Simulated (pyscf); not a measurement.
HO–SnH(OH)–F (SMILES [OH][SnH]([OH])[F]) → HO–Sn:–OH (SMILES [OH][Sn][OH]) [singlet] + HF (SMILES F), a 1,1-elimination (singlet surface; F–Sn, H–Sn broken, F–H formed). PySCF, gas phase, ωB97X-D3(BJ)/def2-SVP geometries. Correlated levels are frozen-core, on RHF or UHF. ΔMP2 is the change of the MP2 total energy from the triple- to the quadruple-zeta basis. Energies in eV from the reactant's lowest minimum found.

AM1 to PM7: differences of heats of formation from MOPAC. 

Quick PM3 single points give ΔE‡ = 2.43 eV and ΔE = -0.82 eV. What does CCSD(T)/def2-TZVPP + ΔMP2(QZVPP) give, and how far is the quick result from it?

CCSD(T)/def2-TZVPP + ΔMP2(QZVPP) gives ΔE‡ = 1.97 eV and ΔE = +0.21 eV. PM3 lies 0.47 eV over it in the barrier and 1.03 eV under it in the reaction energy, so on this step it does not hold to within 0.13 eV. CCSD(T)/def2-TZVPP + ΔMP2(QZVPP) has limits of its own. On the product side the descent ends in a bound adduct (not fully relaxed), 0.35 eV under the separated species and 2.00 eV under the saddle at ωB97X-D3(BJ)/def2-TZVP. At ωB97X-D3(BJ) the barrier from the zero used here is 2.06 eV. This is the saddle that the search found; another between the same sides may lie lower. The CCSD(T) − MP2 part came from Ansatz, without density fitting, on the same reference. The frozen core leaves the outer d or s,p core shells of the metals and heavy elements correlated in the MP2 and CC values, and def2-TZVPP describes them poorly, which can shift differences by a few kcal/mol. Elements past Kr carry the def2 core potentials, without spin-orbit coupling.
